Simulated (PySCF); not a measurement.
**Electric properties by functional and basis**

Compound: AlClH2.
Numbering: `[AlH2:1][Cl:2]` (hydrogens: H3, H4 on Al1)

Cartesian coordinates in Å at the PBE0-D3(BJ)/def2-SVP level; atoms count from 1:
```xyz
4
AlClH2 angstrom
Al    -0.5187   -0.0240    0.0347
Cl     1.5833   -0.1600    0.0298
H     -1.1583    1.4197    0.0434
H     -1.3407   -1.3722    0.0312
```

PySCF, dipoles from the SCF density, polarisabilities from static response with core orbitals frozen. Geometry: PBE0-D3(BJ)/def2-SVP; no solvent, vibrations or thermal averaging.

The anisotropy is √(½[(α1 − α2)² + (α2 − α3)² + (α3 − α1)²]).

| level | μ (D) | α (Å³) | anisotropy (Å³) |
| --- | --- | --- | --- |
| LDA/def2-SVPD | 1.323 | 6.70 | 2.01 |
| PBE/def2-SVPD | 1.291 | 6.57 | 1.94 |
| B3LYP/def2-SVPD | 1.370 | 6.34 | 1.81 |
| PBE0/def2-SVPD | 1.397 | 6.27 | 1.74 |
| BHandHLYP/def2-SVPD | 1.470 | 6.04 | 1.62 |
| CAM-B3LYP/def2-SVPD | 1.435 | 6.23 | 1.72 |
| wB97X-D/def2-SVPD | 1.448 | 6.22 | 1.67 |
| LC-wPBE/def2-SVPD | 1.480 | 6.06 | 1.58 |
| HF/def2-SVPD | 1.539 | 5.74 | 1.37 |
| PBE0/6-31G* | 1.628 | 4.61 | 2.43 |
| PBE0/def2-SVP | 1.246 | 4.72 | 2.28 |
| PBE0/6-31+G* | 1.666 | 5.02 | 2.73 |
| PBE0/aug-cc-pVDZ | 1.374 | 6.26 | 1.91 |
| PBE0/def2-TZVP | 1.277 | 5.67 | 1.94 |
| PBE0/def2-TZVPD | 1.330 | 6.33 | 1.79 |
| PBE0/aug-cc-pVTZ | 1.354 | 6.33 | 1.81 |

The dipole runs from 1.25 D (PBE0/def2-SVP) to 1.67 D (PBE0/6-31+G*). No reference polarisability is at hand; against PBE0 in the largest diffuse basis at hand (aug-cc-pVTZ) the other PBE0 rows deviate by 6-31G* -27%, def2-SVP -25%, 6-31+G* -21%, def2-SVPD -1%, aug-cc-pVDZ -1%, def2-TZVP -11%, def2-TZVPD 0%. In one basis (def2-SVPD) the functionals order the polarisability from HF (lowest) to LDA (highest), a spread of 17%. With PBE0 the polarisability is 5.00 Å³ without diffuse functions (mean of 6-31G*, def2-SVP and def2-TZVP) and 6.04 Å³ with them (mean of 6-31+G*, def2-SVPD, aug-cc-pVDZ, def2-TZVPD and aug-cc-pVTZ).
